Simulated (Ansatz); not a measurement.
Run this with the Ansatz DFT code, driven from Python and show what comes out.

Input file `ch5alo.xyz`:
```text
8

C    -0.72130    0.91680   -0.03510
Al    0.54500   -0.48910   -0.40730
O     0.44440   -2.04700    0.53830
H    -0.15900    1.88980    0.26740
H    -1.45940    0.63240    0.74070
H    -1.34840    1.18800   -0.97110
H     1.69720   -0.28290   -1.52090
H     1.09370   -1.86520    1.33220
```

`adiabatic_ch5alo.py`
```python
# -*- coding: utf-8 -*-
'''How CH5AlO relaxes after losing an electron.'''

import itertools

import ansatz as az
from ase.data import atomic_numbers, covalent_radii
import numpy as np


def main():
    geometry = az.Crystal.molecule_from_extxyz('ch5alo.xyz')

    job = (
        geometry.calculation()
        .basis(gaussian='def2-SVP')  # atom-centred Gaussian functions
        .functional('b3lyp')
    )
    symbols = [site.symbol for site in geometry.cartesian_sites]
    start = np.array([site.position_ang for site in geometry.cartesian_sites], dtype=float)
    rep = job.relax(force_tolerance=0.01, max_steps=100).run(threads=1).report
    end = np.array(rep['positions_ang'])

    minimum = az.Crystal.molecule()
    for symbol, place in zip(symbols, end):
        minimum = minimum.atom(symbol, place.tolist())
    ion = (
        minimum.calculation()
        .basis(gaussian='def2-SVP')
        .functional('b3lyp')
        .charge(1)  # electrons removed from the neutral system
        .spin('collinear', total=1)  # spin-polarised run
    )
    vertical = ion.run(threads=1).report
    settled = ion.relax(force_tolerance=0.01, max_steps=80).run(threads=1).report
    print(f'vertical ionisation energy   {vertical["free_energy_ev"] - rep["free_energy_ev"]:.3f} eV')
    print(f'adiabatic, no zero point     {settled["free_energy_ev"] - rep["free_energy_ev"]:.3f} eV')
    print(f'relaxation energy of the ion {vertical["free_energy_ev"] - settled["free_energy_ev"]:.3f} eV')
    ionised = np.array(settled['positions_ang'])
    # pairs closer than 1.2 times the sum of covalent radii, before or after
    radius = [covalent_radii[atomic_numbers[s]] for s in symbols]
    span = lambda where, i, j: np.linalg.norm(where[i] - where[j])
    bonded = [(i, j) for i, j in itertools.combinations(range(len(symbols)), 2) if min(span(end, i, j), span(ionised, i, j)) < 1.2 * (radius[i] + radius[j])]
    print('pair        before    after (A)')
    for i, j in bonded:
        print(f'{symbols[i]}{i}-{symbols[j]}{j}'.ljust(10), f'{span(end, i, j):8.4f} {span(ionised, i, j):8.4f}')


if __name__ == '__main__':
    main()
```

Running `python adiabatic_ch5alo.py` prints:
```text
vertical ionisation energy   10.134 eV
adiabatic, no zero point     9.465 eV
relaxation energy of the ion 0.670 eV
pair        before    after (A)
C0-Al1       1.9495   2.1885
C0-H3        1.1047   1.0996
C0-H4        1.1018   1.0990
C0-H5        1.1040   1.0986
Al1-O2       1.7117   1.6289
Al1-H6       1.5889   1.5718
O2-H7        0.9617   0.9585
```

What to keep in mind:
- These settings explore the input space; basis and method may be short of convergence.
- The energies are electronic: no zero-point or thermal terms, and the basis set is short of its limit. The product may relax into another structure. Each relaxation finds its nearest minimum, which needn't be the lowest.
- b3lyp holds the VWN-RPA fit, as in Gaussian; the form of ORCA and Turbomole is b3lyp5.
- Finished in 76 s on 1 thread of Arm Neoverse V1, with other jobs on the host, peak memory 0.24 GiB.
